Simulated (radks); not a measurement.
**Fractional charge and spin in the 3s shell of phosphorus**

Aim: the energy as the spin-up occupation of 3s runs from 0 to 1 and the spin-down one from 0 to 1, against the two flat planes that join the four corners. Added charge counts from the emptiest corner (up 0, down 0).

Method: scalar-relativistic Kohn-Sham, PBE, spin-polarised, spherical densities, point nucleus. Code: radks (a radial shooting solver on a logarithmic mesh, Libxc functionals) version 1.

**1. What is computed**

* element: phosphorus (Z = 15)
* configuration: [Ne] 3p(up 0.5, down 0.5) 3s(up 1, down 1)

A shell typed twice in an input gives spin up, then spin down.

**2. 3s: up 1, down 1**

Input:

```text
Z 15
configuration [Ne] 3p0.5 3p0.5 3s1 3s1
relativity scalar-relativistic
functional pbe,pbe
spin polarised
nucleus point
c 137.035999084
```

**3. 3s: up 1, down 0.75**

Input:

```text
Z 15
configuration [Ne] 3p0.5 3p0.5 3s1 3s0.75
relativity scalar-relativistic
functional pbe,pbe
spin polarised
nucleus point
c 137.035999084
```

**4. 3s: up 1, down 0.5**

Input:

```text
Z 15
configuration [Ne] 3p0.5 3p0.5 3s1 3s0.5
relativity scalar-relativistic
functional pbe,pbe
spin polarised
nucleus point
c 137.035999084
```

**5. 3s: up 1, down 0.25**

Input:

```text
Z 15
configuration [Ne] 3p0.5 3p0.5 3s1 3s0.25
relativity scalar-relativistic
functional pbe,pbe
spin polarised
nucleus point
c 137.035999084
```

**6. 3s: up 1, down 0**

Input:

```text
Z 15
configuration [Ne] 3p0.5 3p0.5 3s1 3s0
relativity scalar-relativistic
functional pbe,pbe
spin polarised
nucleus point
c 137.035999084
```

**7. 3s: up 0.75, down 0.75**

Input:

```text
Z 15
configuration [Ne] 3p0.5 3p0.5 3s0.75 3s0.75
relativity scalar-relativistic
functional pbe,pbe
spin polarised
nucleus point
c 137.035999084
```

**8. 3s: up 0.75, down 0.5**

Input:

```text
Z 15
configuration [Ne] 3p0.5 3p0.5 3s0.75 3s0.5
relativity scalar-relativistic
functional pbe,pbe
spin polarised
nucleus point
c 137.035999084
```

**9. 3s: up 0.75, down 0.25**

Input:

```text
Z 15
configuration [Ne] 3p0.5 3p0.5 3s0.75 3s0.25
relativity scalar-relativistic
functional pbe,pbe
spin polarised
nucleus point
c 137.035999084
```

**10. 3s: up 0.75, down 0**

Input:

```text
Z 15
configuration [Ne] 3p0.5 3p0.5 3s0.75 3s0
relativity scalar-relativistic
functional pbe,pbe
spin polarised
nucleus point
c 137.035999084
```

**11. 3s: up 0.5, down 0.5**

Input:

```text
Z 15
configuration [Ne] 3p0.5 3p0.5 3s0.5 3s0.5
relativity scalar-relativistic
functional pbe,pbe
spin polarised
nucleus point
c 137.035999084
```

**12. 3s: up 0.5, down 0.25**

Input:

```text
Z 15
configuration [Ne] 3p0.5 3p0.5 3s0.5 3s0.25
relativity scalar-relativistic
functional pbe,pbe
spin polarised
nucleus point
c 137.035999084
```

**13. 3s: up 0.5, down 0**

Input:

```text
Z 15
configuration [Ne] 3p0.5 3p0.5 3s0.5 3s0
relativity scalar-relativistic
functional pbe,pbe
spin polarised
nucleus point
c 137.035999084
```

**14. 3s: up 0.25, down 0.25**

Input:

```text
Z 15
configuration [Ne] 3p0.5 3p0.5 3s0.25 3s0.25
relativity scalar-relativistic
functional pbe,pbe
spin polarised
nucleus point
c 137.035999084
```

**15. 3s: up 0.25, down 0**

Input:

```text
Z 15
configuration [Ne] 3p0.5 3p0.5 3s0.25 3s0
relativity scalar-relativistic
functional pbe,pbe
spin polarised
nucleus point
c 137.035999084
```

**16. 3s: up 0, down 0**

Input:

```text
Z 15
configuration [Ne] 3p0.5 3p0.5 3s0 3s0
relativity scalar-relativistic
functional pbe,pbe
spin polarised
nucleus point
c 137.035999084
```

What does the calculation give? Wanted: for each run, down \ up; 0; 0.25; 0.5; 0.75; 1.

The runs gave:

```tsv
down \ up	0	0.25	0.5	0.75	1
0	0.000	-1.120	-1.495	-1.122	0.000
0.25	-1.120	-1.364	-0.874	0.354	-1.052
0.5	-1.495	-0.874	0.473	-0.827	-1.401
0.75	-1.122	0.354	-0.827	-1.295	-1.050
1	0.000	-1.052	-1.401	-1.050	0.000
```

The table gives the energy in eV minus the planes, whose edge runs along up + down = one added electron; mirror points follow by spin symmetry. With half an added electron in each spin it lies 0.47 eV above the planes. With half an electron added in spin up alone it lies 1.49 eV below them. The planes are only a guide here: the condition holds for ground states with one frontier orbital, and this shell lies below others.
